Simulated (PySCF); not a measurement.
**MgB: frontier orbitals**

PBE0 at R = 2.387 Å; Mg def2-TZVP, B def2-TZVP; no relativity (PySCF 2.14). State: ⁴Π (quartet), unpaired electrons σ ↑↑, π ↑, a second solution, started from another occupation. Only the outer orbitals are listed, counted within each symmetry.

| spin | orbital | occ. | ε (eV) | on Mg (%) | main shells (%) |
| --- | --- | --- | --- | --- | --- |
| α | 1π | 1 | -52.12 | 100 | 100 Mg p |
| α | 1π | 1 | -52.10 | 100 | 100 Mg p |
| α | 4σ | 1 | -52.03 | 100 | 100 Mg p |
| α | 5σ | 1 | -11.27 | 18 | 82 B s, 12 Mg s |
| α | 6σ | 1 | -6.81 | 60 | 59 Mg s, 32 B p |
| α | 2π | 1 | -4.80 | 17 | 82 B p, 15 Mg p |
| α | 7σ | 1 | -4.61 | 55 | 43 B p, 35 Mg p, 20 Mg s |
| α | 2π | 0 | -2.56 | 35 | 65 B p, 34 Mg p |
| α | 3π | 0 | -0.96 | 89 | 83 Mg p, 11 B p |
| α | 3π | 0 | -0.66 | 73 | 63 Mg p, 27 B p, 10 Mg d |
| β | 1π | 1 | -52.00 | 100 | 100 Mg p |
| β | 1π | 1 | -51.95 | 100 | 100 Mg p |
| β | 4σ | 1 | -51.80 | 100 | 100 Mg p |
| β | 5σ | 1 | -9.04 | 25 | 71 B s, 16 Mg s |
| β | 6σ | 0 | -3.09 | 80 | 78 Mg s, 13 B s |
| β | 2π | 0 | -1.80 | 32 | 67 B p, 29 Mg p |
| β | 2π | 0 | -1.11 | 48 | 51 B p, 45 Mg p |

Task: Which are the highest filled and the lowest empty level, where do they sit, and how wide is the gap?

Result: Highest filled α 7σ at -4.61 eV (in %: 43 B p, 35 Mg p, 20 Mg s); lowest empty β 6σ at -3.09 eV (in %: 78 Mg s, 13 B s); the gap at PBE0 is 1.52 eV.

```json
{
 "bond order (Mayer)": "1.10",
 "⟨S²⟩": "3.753",
 "charge on Mg (Mulliken, basis-dependent)": "0.23",
 "charge on Mg (Löwdin, basis-dependent)": "0.22",
 "dipole moment (positive dipole means Mg(−)B(+))": "-2.19 D"
}
```
